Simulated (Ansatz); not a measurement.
# Energy profile

The step: SiH₃ + SiH₄ → SiH₃ + SiH₄; bonds formed: H1–Si3; bonds broken: H1–Si2 (atoms numbered as in the saddle structure below).

```csv
atom,x (Å),y (Å),z (Å)
H1,-0.0006,0.0005,-0.0001
Si2,0.1625,0.6610,1.6375
Si3,-0.1627,-0.6609,-1.6376
H4,-0.4290,2.0256,1.6624
H5,1.6075,0.7198,1.9855
H6,-0.5593,-0.2303,2.5847
H7,0.8261,-1.7591,-1.8074
H8,0.1010,0.4256,-2.6187
H9,-1.5455,-1.1825,-1.8062
```

Electronic energies by CCSD(T) at an estimated basis limit (MP2 extrapolated from triple and quadruple zeta, plus CCSD(T) − MP2 in triple zeta), on PBE0-D4/def2-TZVP structures; Si2H7, doublet; no counterpoise correction; spin–orbit coupling, which lowers free halogen atoms and radicals such as OH and SH, is left out. Computed with Ansatz 0.2.0 (basis: def2-TZVPP and def2-QZVPP); correlated methods freeze the cores; orbitals are unrestricted. Extrapolation: Hartree–Fock as exp(−7.88 √X), correlation as X^−2.97.

Q: Give the profile in kJ/mol, counted from the separated reactants. (To be estimated.)

A: Computed:
```json
{"point": "separated: SiH4 (H1, Si2, H4, H5, H6; singlet) + SiH3 (Si3, H7, H8, H9; doublet)", "kJ/mol": "0.0"}
{"point": "start structure", "kJ/mol": "-0.5"}
{"point": "saddle", "kJ/mol": "44.3"}
{"point": "end structure", "kJ/mol": "-0.5"}
{"point": "separated: SiH4 (H1, Si3, H7, H8, H9; singlet) + SiH3 (Si2, H4, H5, H6; doublet)", "kJ/mol": "0.0"}
```

The T1 diagnostic stays at or below 0.016. ⟨S²⟩ of the unrestricted Hartree–Fock references: 0.75 to 0.78 (a pure state has 0.75). The start structure is not quite a true minimum (one mode of 57i cm⁻¹). The end structure is not quite a true minimum (one mode of 57i cm⁻¹).

Radical steps of this kind take place in plasma deposition and etching.

For scale, one of the runs: CCSD(T)/def2-TZVPP, 182 basis functions, launched by `ansatz run in.yaml --threads 2 --pin off --events-out ev --progress --plain --max-ram 4352MiB`. Time: 55 s of wall clock on 2 CPU threads of an Arm Neoverse V2; the host was shared. Peak host memory: 3.8 GiB.
